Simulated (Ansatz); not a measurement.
# C₃H₂Cl+ (SMILES Clc1c[cH+]1): single points off equilibrium

The atoms stand at a structure displaced at random from a GFN2-xTB minimum. How far do the functionals agree with CCSD(T) there?

Program: Ansatz 0.2.0, Gaussian basis. Level of theory: single points in def2-TZVPP. These are calculated values, not measurements.

Correlated methods freeze the cores.

## 1. The system as given

6 atoms, charge 1, spin multiplicity 1.

Atoms are counted from 1 here; the program's logs count them from 0.

Bond lengths: Cl1–C2 1.523 Å, C2–C3 1.424 Å, C2–C4 1.373 Å, C3–C4 1.379 Å, C3–H5 1.091 Å, C4–H6 1.193 Å. Angles: Cl1–C2–C3 151.7°, Cl1–C2–C4 148.1°, C3–C2–C4 59.0°, C2–C3–C4 58.6°, C2–C3–H5 153.0°, C4–C3–H5 145.5°, C2–C4–C3 62.3°, C2–C4–H6 152.9°, C3–C4–H6 143.8°.

As a file:

```xyz
6

Cl   -1.7517    0.2150    1.4870
C    -0.5675    0.0642    0.5417
C     0.5100   -0.6864   -0.0086
C     0.0765    0.4830   -0.5964
H     1.3196   -1.4144    0.0543
H     0.3320    1.2915   -1.4354
```

## 2. CCSD(T)/def2-TZVPP

run/in.yaml reads:

```yaml
crystal:
  periodic: [false, false, false]
  atoms:
    - {symbol: Cl, position_ang: [-1.751700, 0.215000, 1.487000]}
    - {symbol: C, position_ang: [-0.567500, 0.064200, 0.541700]}
    - {symbol: C, position_ang: [0.510000, -0.686400, -0.008600]}
    - {symbol: C, position_ang: [0.076500, 0.483000, -0.596400]}
    - {symbol: H, position_ang: [1.319600, -1.414400, 0.054300]}
    - {symbol: H, position_ang: [0.332000, 1.291500, -1.435400]}
basis:
  gaussian: {orbitals: def2-TZVPP}
total_charge: 1
correlation: {method: ccsd_t}
output: {forces: true}
```

The command line of these runs was not kept.

## 3. PBE0-D4/def2-TZVPP

run/in.yaml, as its differences from that of step 2:

```diff
@@ -12,3 +12,3 @@
 total_charge: 1
-correlation: {method: ccsd_t}
-output: {forces: true}
+hamiltonian: {xc: pbe0, dispersion: d4}
+output: {forces: true, orbitals: {seedname: orbitals}}
```

## 4. wB97M-V/def2-TZVPP

run/in.yaml, as its differences from that of step 3:

```diff
@@ -12,3 +12,3 @@
 total_charge: 1
-hamiltonian: {xc: pbe0, dispersion: d4}
-output: {forces: true, orbitals: {seedname: orbitals}}
+hamiltonian: {xc: {name: wB97M-V}}
+output: {forces: true}
```

## 5. r2SCAN-D4/def2-TZVPP

run/in.yaml, as its differences from that of step 4:

```diff
@@ -12,3 +12,3 @@
 total_charge: 1
-hamiltonian: {xc: {name: wB97M-V}}
+hamiltonian: {xc: r2scan, dispersion: d4}
 output: {forces: true}
```

## 6. PBE-D4/def2-TZVPP

run/in.yaml, as its differences from that of step 5:

```diff
@@ -12,3 +12,3 @@
 total_charge: 1
-hamiltonian: {xc: r2scan, dispersion: d4}
+hamiltonian: {xc: pbe, dispersion: d4}
 output: {forces: true}
```

## 7. SPW92/def2-TZVPP

run/in.yaml, as its differences from that of step 6:

```diff
@@ -12,3 +12,3 @@
 total_charge: 1
-hamiltonian: {xc: pbe, dispersion: d4}
+hamiltonian: {xc: lda}
 output: {forces: true}
```

## 8. HSE06-D4/def2-TZVPP

run/in.yaml, as its differences from that of step 7:

```diff
@@ -12,3 +12,3 @@
 total_charge: 1
-hamiltonian: {xc: lda}
+hamiltonian: {xc: hse06, dispersion: d4}
 output: {forces: true}
```

(Steps that only read results are left out.)

What does the calculation give? Wanted: energy less free atoms, CCSD(T)/def2-TZVPP; RMS force component; RMS force error; HOMO and LUMO, PBE0-D4; T1 diagnostic.

**Answer**, as computed:

| quantity | value |
| --- | --- |
| energy less free atoms, CCSD(T)/def2-TZVPP | -1600.2 kJ/mol |
| RMS force component | 1.860 to 2.176 eV/Å over the methods |
| RMS force error | PBE0-D4 0.328, wB97M-V 0.309, r2SCAN-D4 0.249, PBE-D4 0.199, SPW92 0.471, HSE06-D4 0.319 eV/Å |
| HOMO and LUMO, PBE0-D4 | -14.95 and -7.71 eV |
| T1 diagnostic | 0.013 |

**Reading.** Against CCSD(T) the functionals' energies less atoms differ by -539.9 to -102.0 kJ/mol, PBE-D4 by -217.9 kJ/mol. The reference is not at the basis limit: in triple zeta CCSD(T) underbinds, which counts against methods that bind more; the gaps are no ranking. For forces PBE-D4 does best and SPW92 worst. Frozen-core CCSD(T) forces in triple zeta carry basis errors of their own, and this is one geometry, so small gaps rank nothing.
